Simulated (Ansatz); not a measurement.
**FH2SSi− (SMILES F[SiH-]S): single points off equilibrium**

Aim: energy, forces and dipole at a structure displaced at random from a GFN2-xTB minimum, from CCSD(T) and from density functionals.

Computed with Ansatz 0.2.0, Gaussian basis. Level: single points in def2-TZVPPD.

Correlated methods freeze the cores.

## Step 1: Starting geometry

SMILES `F[SiH-]S`, 5 atoms, charge -1, spin multiplicity 1.

Atoms are counted from 1 here; the program's logs count them from 0.

Bond lengths: F1–Si2 1.658 Å, Si2–S3 2.339 Å, Si2–H4 1.418 Å, S3–H5 1.604 Å. Angles: F1–Si2–S3 99.6°, F1–Si2–H4 89.6°, S3–Si2–H4 89.2°, Si2–S3–H5 88.1°.

Geometry (Å):

```
F    -1.33940   -0.00140    0.90560
Si   -0.88350   -0.22090   -0.67320
S     1.11260    0.99780   -0.67480
H    -0.15410   -1.37600   -0.29230
H     1.30050    0.59130    0.86560
```

## Step 2: CCSD(T)/def2-TZVPPD

run/in.yaml

```yaml
crystal:
  periodic: [false, false, false]
  atoms:
    - {symbol: F, position_ang: [-1.339400, -0.001400, 0.905600]}
    - {symbol: Si, position_ang: [-0.883500, -0.220900, -0.673200]}
    - {symbol: S, position_ang: [1.112600, 0.997800, -0.674800]}
    - {symbol: H, position_ang: [-0.154100, -1.376000, -0.292300]}
    - {symbol: H, position_ang: [1.300500, 0.591300, 0.865600]}
basis:
  gaussian: {orbitals: "def2-TZVPPD.json"}
total_charge: -1
correlation: {method: ccsd_t}
output: {forces: true}
```

The basis file named in the input lies beside it (Basis Set Exchange, JSON).

No record of the launch command was kept for these runs.

## Step 3: PBE0-D4/def2-TZVPPD

run/in.yaml: that of step 2 with these lines changed.

```diff
@@ -11,3 +11,3 @@
 total_charge: -1
-correlation: {method: ccsd_t}
-output: {forces: true}
+hamiltonian: {xc: pbe0, dispersion: d4}
+output: {forces: true, orbitals: {seedname: orbitals}}
```

## Step 4: wB97M-V/def2-TZVPPD

run/in.yaml: that of step 3 with these lines changed.

```diff
@@ -11,3 +11,3 @@
 total_charge: -1
-hamiltonian: {xc: pbe0, dispersion: d4}
-output: {forces: true, orbitals: {seedname: orbitals}}
+hamiltonian: {xc: {name: wB97M-V}}
+output: {forces: true}
```

## Step 5: r2SCAN-D4/def2-TZVPPD

run/in.yaml: that of step 4 with these lines changed.

```diff
@@ -11,3 +11,3 @@
 total_charge: -1
-hamiltonian: {xc: {name: wB97M-V}}
+hamiltonian: {xc: r2scan, dispersion: d4}
 output: {forces: true}
```

## Step 6: PBE-D4/def2-TZVPPD

run/in.yaml: that of step 5 with these lines changed.

```diff
@@ -11,3 +11,3 @@
 total_charge: -1
-hamiltonian: {xc: r2scan, dispersion: d4}
+hamiltonian: {xc: pbe, dispersion: d4}
 output: {forces: true}
```

## Step 7: B97M-V/def2-TZVPPD

run/in.yaml: that of step 6 with these lines changed.

```diff
@@ -11,3 +11,3 @@
 total_charge: -1
-hamiltonian: {xc: pbe, dispersion: d4}
+hamiltonian: {xc: {name: B97M-V}}
 output: {forces: true}
```

## Step 8: BLYP-D4/def2-TZVPPD

run/in.yaml: that of step 7 with these lines changed.

```diff
@@ -11,3 +11,3 @@
 total_charge: -1
-hamiltonian: {xc: {name: B97M-V}}
+hamiltonian: {xc: {name: BLYP}, dispersion: d4}
 output: {forces: true}
```

(Steps that only read results are left out.)

**Question.** What will these runs give? Wanted: RMS force component; RMS force error; HOMO and LUMO, PBE0-D4; T1 diagnostic.

As calculated:

| quantity | value |
| --- | --- |
| RMS force component | 1.425 to 1.531 eV/Å over the methods |
| RMS force error | PBE0-D4 0.086, wB97M-V 0.078, r2SCAN-D4 0.054, PBE-D4 0.219, B97M-V 0.122, BLYP-D4 0.275 eV/Å |
| HOMO and LUMO, PBE0-D4 | -0.56 and 3.44 eV |
| T1 diagnostic | 0.014 |

On forces the order runs from r2SCAN-D4 to BLYP-D4. Frozen-core CCSD(T) forces in triple zeta carry basis errors of their own, and this is one geometry, so small gaps rank nothing.
